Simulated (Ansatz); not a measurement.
Compare A (`NC(N)=CO`) with its isomer B (`N=C(O)CN`).

Calculated with Ansatz (gas phase, PBE0-D4/def2-TZVP geometries, no zero-point term in ΔE). CBS: MP2 limit from def2 TZ/QZ plus the TZ coupled-cluster correction, frozen cores. DFT in def2-TZVPP. B3LYP here is the variant with VWN-RPA as its local correlation; programs differ in this. Each species was taken in one conformer, which may not be the lowest.

Q: Which is lower in electronic energy at CCSD(T)/CBS, and by how much? (An estimate is asked.)

A: The calculation gave: B, by 13.9 kcal/mol.

Q: Give E(B) − E(A) in kcal/mol with PBE-D4, ωB97M-V, HF/def2-TZVPP, MP2/def2-TZVPP, B3LYP, CCSD(T)/def2-TZVPP, PBE0-D4. (An estimate is asked.)

A: Ansatz gave: PBE-D4 -12.6, ωB97M-V -14.2, HF/def2-TZVPP -16.8, MP2/def2-TZVPP -15.0, B3LYP -13.1, CCSD(T)/def2-TZVPP -15.3, PBE0-D4 -13.0. None reverses the order clearly.

Largest T1 diagnostic: 0.012.

In def2-TZVPP, CCSD(T) changes the Hartree–Fock value by +1.4 kcal/mol (the triples alone add −0.0 kcal/mol) and MP2 by +1.8 kcal/mol.
